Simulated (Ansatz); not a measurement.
**What each rung costs, and what it gives**

The pair of H$_{2}$S (SMILES S, atoms 1–3) and CH$_{4}$S (SMILES CS, atoms 4–9), both closed shells, in one local arrangement (a lower one may exist), relaxed at PBE0-D4/def2-TZVP:

| atom | x (Å) | y (Å) | z (Å) |
| --- | --- | --- | --- |
| S1 | 0.2754 | 0.0565 | -2.6364 |
| H2 | 0.2178 | -1.2830 | -2.6760 |
| H3 | 0.9115 | 0.0519 | -1.4441 |
| C4 | -0.6366 | -0.0893 | 1.1545 |
| S5 | 1.1384 | 0.2472 | 1.1312 |
| H6 | -1.1243 | 0.4295 | 1.9783 |
| H7 | -0.7385 | -1.1634 | 1.3100 |
| H8 | -1.1001 | 0.1724 | 0.2037 |
| H9 | 1.0564 | 1.5783 | 0.9788 |

Interaction energies are counterpoise-corrected; the time is that of the whole pair.

Program: Ansatz 0.2.0. Basis: as named in each row. Cores are frozen in the correlated methods. B3LYP uses VWN-RPA correlation. Extrapolation: Hartree–Fock as exp(−7.88 √X), correlation as X^−2.97.

Times are rough, for one single point on 4 threads of a shared host (Intel Xeon Platinum 8488C).

The estimate by CCSD(T) at an estimated basis limit (MP2 extrapolated from triple and quadruple zeta, plus CCSD(T) − MP2 in triple zeta) is -0.112 eV.

| method | basis | time (s) | interaction energy (eV) | method less estimate |
| --- | --- | --- | --- | --- |
| HF | STO-3G | under 1 | 0.076 | 0.188 |
| PBE-D4 | STO-3G | under 1 | -0.096 | 0.017 |
| SPW92 | def2-SVP | under 1 | -0.246 | -0.134 |
| B3LYP-D4 | 6-31G | under 1 | -0.144 | -0.031 |
| PBE-D4 | def2-SVP | under 1 | -0.173 | -0.061 |
| PBE0-D4 | def2-SVP | under 1 | -0.158 | -0.046 |
| CCSD(T) | def2-SVP | under 1 | -0.031 | 0.081 |
| PBE-D4 | def2-TZVPPD | 1 | -0.159 | -0.047 |
| revPBE-D4 | def2-TZVPPD | 1 | -0.140 | -0.028 |
| BLYP-D4 | def2-TZVPPD | 1 | -0.132 | -0.019 |
| wB97M-V | def2-SVP | 1 | -0.117 | -0.005 |
| PBE0-D4 | def2-TZVPPD | 2 | -0.142 | -0.029 |
| B3LYP-D4 | def2-TZVPPD | 2 | -0.127 | -0.015 |
| HSE06-D4 | def2-TZVPPD | 2 | -0.142 | -0.030 |
| r2SCAN-D4 | def2-TZVPPD | 2 | -0.129 | -0.017 |
| B2PLYP | def2-TZVPPD | 3 | -0.069 | 0.044 |
| wB97X-V | def2-TZVPPD | 3 | -0.107 | 0.005 |
| B97M-V | def2-TZVPPD | 4 | -0.120 | -0.007 |
| wB97M-V | def2-TZVPPD | 4 | -0.107 | 0.006 |
| MP2 | def2-QZVPPD | 10 | -0.123 | -0.011 |
| CCSD(T) | def2-TZVPPD | 32 | -0.090 | 0.022 |

T1 diagnostic: at most 0.011.
